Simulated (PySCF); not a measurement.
# LiF⁻: a base run and its variants

Base input, run as `python input.py` with PySCF 2.14:

```python
from pyscf import gto, scf, cc

mol = gto.M(
    atom='Li 0 0 0; F 0 0 1.86',
    basis='lanl2dz',
    charge=-1,
    spin=1,
    verbose=3,
)
mf = scf.UHF(mol)
mf.kernel()
mycc = cc.CCSD(mf)
mycc.kernel()
e = mycc.eaccsd(nroots=5)[0]
print('roots (eV) =', (e*27.211386).round(3))
mf.dip_moment()
print('orbital energies (hartree):', [e[max(0, n-3):n+3].round(4) for e, n in zip(mf.mo_energy, mol.nelec)])
```

Base result: E(SCF) = -106.958940 Eh, E(CCSD) − E(SCF) = -0.12967 Eh, ⟨S²⟩ = 0.750, attachment roots 4.435, 4.469, 4.469, 4.491, 4.491 eV. The basis has no diffuse functions, which an anion needs. The bond length is a typed value, not an optimised one. Positive EA roots mean that the added electron is unbound. The dipole of an ion depends on the origin. No search for the lowest solution was made.

Wall time 1.4 s on one thread of a shared host.

Each row names what differs from the base; energies in brackets are changes from the base.

| change | result |
| --- | --- |
| basis set: lanl2dz → ano-rcc-vdzp; spin-free X2C: off → on [no diffuse functions for the anion] [positive roots are unbound] | E(SCF) = -107.062217 Eh, E(CCSD) − E(SCF) = -0.23651 Eh, ⟨S²⟩ = 0.750, attachment roots 5.711, 6.183, 6.183, 6.253, 6.253 eV |
| point-group symmetry: off → on [positive roots are unbound] | E(SCF) = -106.958940 Eh (+0.0000 eV), E(CCSD) − E(SCF) = -0.12967 Eh, ⟨S²⟩ = 0.750, attachment roots 4.435, 4.469, 4.469, 4.491, 4.491 eV |
| cycle limit: 50 → 5 | not converged: SCF |
| basis set: lanl2dz → crenbl; core potential: off → on [no diffuse functions for the anion] [positive roots are unbound] | E(SCF) = -24.170386 Eh, E(CCSD) − E(SCF) = -0.15358 Eh, ⟨S²⟩ = 0.750, attachment roots 4.279, 4.343, 4.343, 4.367, 4.367 eV |
| functional: none (Hartree–Fock) → wb97m-v; SCF type: UHF → UKS; step after the SCF: eomea → analyze | E(SCF) = -107.392051 Eh, ⟨S²⟩ = 0.750 |
| smearing width (hartree): none → 0.001; step after the SCF: eomea → none [smearing does not keep the typed spin] | E(SCF) = -106.908215 Eh (+1.3803 eV) |
| geometry: bond 1.86 → bond 1.99 [positive roots are unbound] | E(SCF) = -106.951422 Eh (+0.2046 eV), E(CCSD) − E(SCF) = -0.13016 Eh, ⟨S²⟩ = 0.750, attachment roots 4.365, 4.434, 4.434, 4.458, 4.458 eV |
| step after the SCF: eomea → stability | E(SCF) = -106.958940 Eh (+0.0000 eV), ⟨S²⟩ = 0.750, internal stable; real -> complex stable; UHF/UKS -> GHF/GKS stable |
| level shift (hartree): none → 5 [unsound on purpose] [may be another electronic state] | not converged: SCF |
| step after the SCF: eomea → ccsd(t); frozen orbitals: 0 → 1 | E(SCF) = -106.958940 Eh (+0.0000 eV), E(CCSD) − E(SCF) = -0.12908 Eh, (T) = -0.00200 Eh, ⟨S²⟩ = 0.750 |
| spin (2S): 1 → 5 [positive roots are unbound] [a high spin state] | E(SCF) = -106.334429 Eh (+16.9938 eV), E(CCSD) − E(SCF) = -0.04502 Eh, ⟨S²⟩ = 8.753, attachment roots -8.949, -5.720, -5.531, -5.531, -5.398 eV |
| spin-free X2C: off → on [basis contracted without relativity] [positive roots are unbound] | E(SCF) = -107.041284 Eh, E(CCSD) − E(SCF) = -0.12962 Eh, ⟨S²⟩ = 0.750, attachment roots 4.434, 4.469, 4.469, 4.491, 4.491 eV |
| smearing width (hartree): none → 0.05; step after the SCF: eomea → none [smearing does not keep the typed spin] | E(SCF) = -106.861711 Eh (+2.6457 eV) |
| PCM solvent, dielectric constant: none → 4.71; step after the SCF: eomea → analyze | E(SCF) = -107.029658 Eh (-1.9243 eV), ⟨S²⟩ = 0.750 |
| geometry: bond 1.86 → bond 2.083 [positive roots are unbound] | E(SCF) = -106.945429 Eh (+0.3677 eV), E(CCSD) − E(SCF) = -0.13040 Eh, ⟨S²⟩ = 0.750, attachment roots 4.314, 4.407, 4.407, 4.431, 4.431 eV |
| length unit: angstrom → bohr [unsound on purpose] [positive roots are unbound] | E(SCF) = -106.515924 Eh (+12.0551 eV), E(CCSD) − E(SCF) = -0.12053 Eh, ⟨S²⟩ = 0.750, attachment roots 4.559, 4.559, 4.588, 4.588, 5.513 eV |
| step after the SCF: eomea → cisd; frozen orbitals: 0 → 1 | E(SCF) = -106.958940 Eh (+0.0000 eV), E(CISD) − E(SCF) = -0.12415 Eh, ⟨S²⟩ = 0.750 |
| functional: none (Hartree–Fock) → wb97x-v; SCF type: UHF → UKS; step after the SCF: eomea → analyze | E(SCF) = -107.395110 Eh, ⟨S²⟩ = 0.750 |

Task: Order these changes by how far they move the SCF energy from the base, largest first: (1) PCM solvent, dielectric constant: none → 4.71; step after the SCF: eomea → analyze; (2) geometry: bond 1.86 → bond 1.99; (3) geometry: bond 1.86 → bond 2.083; (4) point-group symmetry: off → on.

Result: (1) -1.9243 eV, (3) +0.3677 eV, (2) +0.2046 eV, (4) +0.0000 eV.
